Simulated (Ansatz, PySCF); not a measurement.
Species: C$_{2}$F$_{3}$N, net charge 0, singlet state. 
Geometry from a B3LYP-D3(BJ)/def2-TZVP (Ansatz, a program for electronic structure) optimisation:
```
C
F 1 1.3355
F 1 1.3355 2 108.66
F 1 1.3355 2 108.66 3 -118.06
C 1 1.4814 2 110.27 4 -120.97
N 5 1.1466 4 147.20 1 -180.00
```
Charge 0, spin multiplicity 1.

Dipole moments at this geometry, in debye (magnitudes).

```csv
level,program,dipole (D)
SVWN5/def2-TZVPD,Ansatz,1.39
PBE/def2-TZVPD,PySCF,1.40
BLYP/def2-TZVPD,Ansatz,1.37
B97M-V/def2-TZVPD,Ansatz,1.36
TPSSh/def2-TZVPD,PySCF,1.36
r2SCANh/def2-TZVPD,Ansatz,1.39
r2SCAN0/def2-TZVPD,Ansatz,1.35
HSE06/def2-TZVPD,Ansatz,1.34
CAM-B3LYP/def2-TZVPD,Ansatz,1.31
LC-wPBE/def2-TZVPD,Ansatz,1.36
wB97M-V/def2-TZVPD,Ansatz,?
wB97X-V/def2-TZVPD,Ansatz,1.35
CCSD(T)/aug-cc-pVDZ,Ansatz,?
```

Question: Fill in the missing entries.

Answer: 
- wB97M-V/def2-TZVPD, dipole (D): 1.33
- CCSD(T)/aug-cc-pVDZ, dipole (D): 1.25

Measured: 1.33 D (NIST CCCBDB, as tabulated in the package chemicals), a vibrational average. This is an older compilation, not checked against later work.
